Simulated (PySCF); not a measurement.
**An isoelectronic set: 20 electrons**

CCSD(T) in PySCF with def2-TZVPPD on every atom, for the lowest determinant that a PBE0 search found; no spin–orbit coupling. All have 20 electrons, 8 of them in the valence shells, and the same state, a triplet (σ ↑, π ↑). For ions De leads to the atom and ion picked by measured ionisation energies and electron affinities.

```
species  difference of nuclear charges  Re (Å)  ωe (cm⁻¹)  k (mdyn/Å)  De (eV)  dissociates to
   SiB⁻                              9   1.875        795        2.94      n/a         Si⁻ + B
    SiC                              8   1.731        955        4.51     4.19          Si + C
     BP                             10   1.755        939        4.22     3.13           B + P
   AlO⁺                              5   1.735        778        3.58     1.12         Al⁺ + O
```

(1) Which member of the whole set has the stiffest bond, and how does it compare with the softest?

Correlated steps freeze 6 core orbitals. UHF and ROHF references stand side by side, which adds small steps between rows. For an ion De counts to the pair picked by the measured ionisation energies or electron affinities, which need not be the lowest pair at this level. The CCSD T1 diagnostic is raised in SiB⁻, SiC, a sign that a single reference may not be enough there. States were picked by a PBE0 search and need not be the measured ground states.

## Answers

(1) SiC with k = 4.51 mdyn/Å, 1.5 times that of SiB⁻.
